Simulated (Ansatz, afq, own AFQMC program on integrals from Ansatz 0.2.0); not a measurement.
**PN, singlet: AFQMC among the cluster methods**

```xyz
2

N     0.0000    0.0000    0.0000
P     0.0000    0.0000    1.3270
```

Basis 6-31G. Noble-gas cores (and the filled d shells of Ga–Kr and In–Xe) are frozen. AFQMC by an in-house program on the Cholesky factors that Ansatz 0.2.0 writes for its CCSD(T) run. The CISD trial takes its coefficients from CCSD amplitudes. Released means that phaseless walkers are propagated on without the constraint, phases kept. Error bars are statistical, one sigma.

Determinant: RHF, the one that the program's search chose, which needn't be the lowest solution. The geometry is a point of a scan.

Full CI on the same integrals is exact in this basis and with this determinant's frozen core.

The T1 diagnostic is 0.0129 and the weight of the determinant in the CISD state is 0.905. The size of the correlated space is 10 electrons in 16 orbitals.

Problem. Estimate: order these by the size of their error in total energy against full CI, smallest first.
A. CCSDT
B. CCSD
C. phaseless AFQMC with a CISD trial
D. MP2

Solution. C (0.12 ± 0.19 mEh), D (1.28 mEh), A (1.62 mEh), B (7.57 mEh).

Reference: full CI, correlation energy -5.152 eV.

A walk keeps the symmetry of its determinant, which the program's search chose and which needn't be the lowest solution, so a lower state of the same spin and another symmetry isn't excluded.
